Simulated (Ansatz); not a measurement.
Ideal-gas functions of `C=C=C=N` at 800 K and 1 bar, from an Ansatz frequency run at PBE0-D4/def2-TZVP.

Molar mass 53.06 g/mol, point group Cs (symmetry number 1), electronic degeneracy 1, moments of inertia 2.488, 122.077, 124.565 u Å². Harmonic wavenumbers (cm⁻¹, unscaled): 176, 232, 403, 615, 858, 931, 971, 1043, 1090, 1456, 1758, 2262, 3112, 3186, 3473.

Use S(trans) = R[1.5 ln M + 2.5 ln T − 1.1517]; rotational temperatures θ = 24.2544 K / I; S(rot) = R[ln(√π/σ · √(T³/θAθBθC)) + 1.5]; for each mode x = 1.438777 ν̃/T, S = R[x/(eˣ − 1) − ln(1 − e⁻ˣ)] and H = RT x/(eˣ − 1); 1 cm⁻¹ = 0.0119627 kJ/mol; R = 8.31446 J/(mol·K).

By hand: the entropy, in J/(mol·K).

Translation 178.9. Rotation: θ = 9.7486, 0.1987, 0.1947 K, giving 104.7. Vibration, mode by mode: 17.91, 15.64, 11.17, 7.89, 5.49, 4.94, 4.66, 4.21, 3.93, 2.34, 1.52, 0.73, 0.20, 0.18, 0.12, in all 80.9. Electronic 0.0. Sum 364.5 J/(mol·K).

By hand: H − E and G − E in kJ/mol, counted from the electronic energy.

Zero-point energy ½ × 21566 × 0.0119627 = 129.0; thermal vibration 34.5; translation, rotation and pV give 4 RT = 26.6. H − E = 190.1 kJ/mol, and G − E = 190.1 − 800 × 364.5/1000 = -101.5 kJ/mol.

Vibration gives 22 % of the entropy. The sum counts one conformer and one mirror image; others add a mixing term.
